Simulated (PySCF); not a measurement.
**How good is the calculation?**

Geometry:
| atom | x (Å) | y (Å) | z (Å) |
| --- | --- | --- | --- |
| C1 | -1.715 | 0.215 | 0.116 |
| C2 | -0.260 | -0.109 | 0.033 |
| C3 | 0.750 | 0.870 | -0.171 |
| C4 | 1.997 | 0.344 | -0.212 |
| S5 | 1.984 | -1.363 | -0.001 |
| C6 | 0.268 | -1.356 | 0.141 |
| H7 | -2.302 | -0.686 | 0.271 |
| H8 | -2.047 | 0.698 | -0.802 |
| H9 | -1.900 | 0.901 | 0.942 |
| H10 | 0.540 | 1.919 | -0.282 |
| H11 | 2.932 | 0.849 | -0.354 |
| H12 | -0.247 | -2.283 | 0.294 |

Published estimates (parent shift plus substituent increments) and measurements: δ ¹H H11 7.16; H10 6.87; H12 6.86 ppm (estimated from measurements, as parent shift plus tabulated substituent increment; solution, not stated per compound (mostly CDCl3 or CCl4); Pretsch, Buehlmann, Badertscher, Structure Determination of Organic Compounds, 4th ed. (2009)).

- coordinates at the GFN2-xTB level
- NMR shieldings at PBE0/pcSseg-1/GIAO
- code: PySCF
- non-relativistic Hamiltonian, rapidly exchanging positions averaged, one computed conformer, no solvent model

(1) Set the calculated values beside the experiment.

(2) How far are the unscaled ¹H shifts from the references?

## Answers

(1) 
Reference values: estimated from measurements, as parent shift plus tabulated substituent increment (solution, not stated per compound (mostly CDCl3 or CCl4); Pretsch, Buehlmann, Badertscher, Structure Determination of Organic Compounds, 4th ed. (2009)).
```csv
atoms,quantity,reference,computed,"computed, scaled"
H11,δ ¹H,7.16,7.15,6.84
H10,δ ¹H,6.87,7.06,6.75
H12,δ ¹H,6.86,6.78,6.49
```

Computed shifts are σ(ref) − σ with the named reference compound (TMS for H and C) calculated as an isolated molecule at the same level. The measured values may be among those fitted. Shieldings were converted by linear fits to measured shifts (mostly CDCl3, TMS scale, for H and C): ¹H (scatter 0.17 ppm rms, 0.18 ppm with the 4 outliers that the fit left out). Occasional misses reach two or three times the rms, and more in compound classes unlike the fitted ones.

(2) Mean signed difference +0.03 ppm, mean absolute 0.09 ppm over 3 comparisons; the largest is +0.19 ppm at H10 (hydrogen on an aromatic CH).
